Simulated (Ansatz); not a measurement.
# CHBSi: the cost of one run

Computed with Ansatz 0.2.0, Gaussian basis. Level: def2-QZVPP, core rule «outside noble gas», up to 7 orbitals frozen.

To be run: UHF; ROHF; CCSD(T) on UHF.

2 further runs of the same task are left out: 2 set aside as unsound or not needed.

**1. The system**

The geometry is a PBE0/def2-TZVP stationary point (not a proven minimum) of the parent state, kept for this charge and spin.

4 atoms, charge 0, spin multiplicity 3.

Atoms are counted from 1 here; the program's logs count them from 0.

Bond lengths: B1–C3 1.366 Å, B1–H4 1.176 Å, Si2–C3 1.685 Å. Angles: C3–B1–H4 178.2°, B1–C3–Si2 107.1°.

**2. UHF**

File in.yaml:

```yaml
crystal:
  periodic: [false, false, false]
  atoms:
    - {symbol: B, position_ang: [0.000000, -0.241563, 1.545580]}
    - {symbol: Si, position_ang: [0.000000, -0.163599, -0.914026]}
    - {symbol: C, position_ang: [0.000000, 0.684873, 0.541816]}
    - {symbol: H, position_ang: [0.000000, -1.011482, 2.434693]}
basis:
  gaussian: {orbitals: "def2-QZVPP.json"}
magnetization: {spin_polarized: true, initial_magnetization: 2}
hamiltonian: {xc: hf}
output: {orbitals: {seedname: orbitals}}
```

Launch:

```
> ansatz run in.yaml --threads 1 --pin off --events-out ev --progress --plain --max-ram 2393MiB
```

**Question.** How long does this run take on 1 thread of Arm Neoverse V1, shared host, and how much memory does it need?

About 74 s, with a peak of 0.5 GiB.
